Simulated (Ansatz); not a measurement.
## A basis-limit estimate, worked out

An elementary step of AlH₂F, singlet (AlH₂F ([F][AlH2]) → AlH + HF; bonds formed: F2–H3; bonds broken: Al1–F2, Al1–H3). “Start” is the structure reached by relaxing down from the saddle towards the reactants; PBE0-D4/def2-TZVP structures. The saddle:

```json
{"atom": "Al1", "x (Å)": "-0.3796", "y (Å)": "-0.5067", "z (Å)": "0.3166"}
{"atom": "F2", "x (Å)": "0.7049", "y (Å)": "0.6517", "z (Å)": "-0.7766"}
{"atom": "H3", "x (Å)": "0.5166", "y (Å)": "-0.4459", "z (Å)": "-1.1717"}
{"atom": "H4", "x (Å)": "-0.8419", "y (Å)": "0.3009", "z (Å)": "1.6316"}
```

Program: Ansatz 0.2.0. Basis: def2-TZVPP and def2-QZVPP. Cores are frozen in the correlated methods.

Energies in eV:

| quantity | saddle | start |
| --- | --- | --- |
| Hartree–Fock, triple zeta (X = 3) | -9319.28227 | -9323.62421 |
| Hartree–Fock, quadruple zeta (X = 4) | -9319.61617 | -9323.97083 |
| MP2 correlation, X = 3 | -9.83257 | -9.18796 |
| MP2 correlation, X = 4 | -10.67772 | -10.03562 |
| CCSD(T) correlation, X = 3 | -10.56993 | -9.82395 |

**Question.** Work out the barrier at the basis limit: extrapolate Hartree–Fock as E(X) = E∞ + A exp(−7.88 √X) and the MP2 correlation as E(X) = E∞ + B X^−2.97 (the exponents that Neese and Valeev fitted for def2-TZVPP and QZVPP), then add CCSD(T) − MP2 in triple zeta.

**Answer.** Each step is linear, so take the differences first (saddle − start): Hartree–Fock 4.34194 (X = 3) and 4.35466 (X = 4); MP2 correlation -0.64461 and -0.64210; CCSD(T) correlation -0.74598.
Two points give E∞ = E(4) + w [E(4) − E(3)], with w = 1/(exp(7.88 (2 − √3)) − 1) = 0.1377 for Hartree–Fock and w = 1/((4/3)^2.97 − 1) = 0.7407 for the correlation.
Hartree–Fock: 4.35466 + 0.1377 × 0.01272 = 4.3564 eV.
MP2 correlation: -0.64210 + 0.7407 × 0.00251 = -0.6402 eV.
CCSD(T) − MP2: -0.74598 − (-0.64461) = -0.1014 eV.
Sum: 4.3564 + (-0.6402) + (-0.1014) = 3.6148 eV, or 83.36 kcal/mol. Plain CCSD(T) in triple zeta gives 3.5960 eV, so the larger basis shifts the result by 0.0188 eV.

No T1 diagnostic of these runs exceeds 0.019. The restricted Hartree–Fock reference is unstable towards an unrestricted one at one or more of these structures.

Labels in which every atom is bracketed show which atoms are joined, not bond orders.

For scale, one of the runs: CCSD(T)/def2-TZVPP, 101 basis functions, launched by `ansatz run in.yaml --threads 2 --pin off --events-out ev --progress --plain --max-ram 4352MiB`. Hardware: 2 CPU threads of an Arm Neoverse V2, shared host. Wall time about 1.4 s.
